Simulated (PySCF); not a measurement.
chloromethane cation (CH3Cl), SMILES CCl (connectivity only; charge and spin as stated), charge +1, multiplicity 2.

Coordinates come from a PBE-D3(BJ)/def2-TZVP optimisation. The geometry has at least one imaginary mode, so it is a saddle point at that level. The spin state was assumed, not searched.

Calculation: M06-2X/def2-TZVPD (PySCF).

Isolated molecule, no solvent.

The total energy is -499.68185 hartree. The point group is Cs and the α spin, highest occupied and lowest empty level is -18.56 and -5.49 eV. The β spin, highest occupied and lowest empty level is -18.11 and -12.72 eV and the dipole moment about the centre of nuclear charge is 1.87 D. The mean static polarisability is 25.5 bohr³ (3.78 Å³) and the polarisability, principal values comes out as 19.7, 20.7, 36.1 bohr³. The ⟨S²⟩ is 0.754 (pure state 0.75).
